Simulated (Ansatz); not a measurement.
Computed with Ansatz on PBE0-D4/def2-TZVP structures; ΔE is electronic, products minus reactants. CCSD(T)/CBS adds triple-zeta CCSD(T) − MP2 to the extrapolated MP2 energy (def2 sets, frozen cores). One conformer a species, not always the lowest.

Consider the isomerisation: `CCN=C=CO` → `O=C1CCCN1`.

```tsv
species	CCSD(T)/CBS(def2) energy (Eh)
`CCN=C=CO`	-286.22002
`O=C1CCCN1`	-286.31260
```

Task: Work out ΔE.

Result: ΔE = (-286.31260) − (-286.22002) = -0.09258 Eh = -243.1 kJ/mol.

Largest T1 diagnostic among the species: 0.013.

The D4 term adds −7.5 kJ/mol with B3LYP and −3.6 kJ/mol with PBE0; it sums over pairs of atoms, weighted by their polarisabilities, and B3LYP, whose exchange is more repulsive, gets the larger term. From PBE to PBE0 (25 % exact exchange), in def2-TZVPP and without D4, ΔE moves by −21.8 kJ/mol.

B3LYP here is the variant with VWN-RPA as its local correlation; programs differ in this.
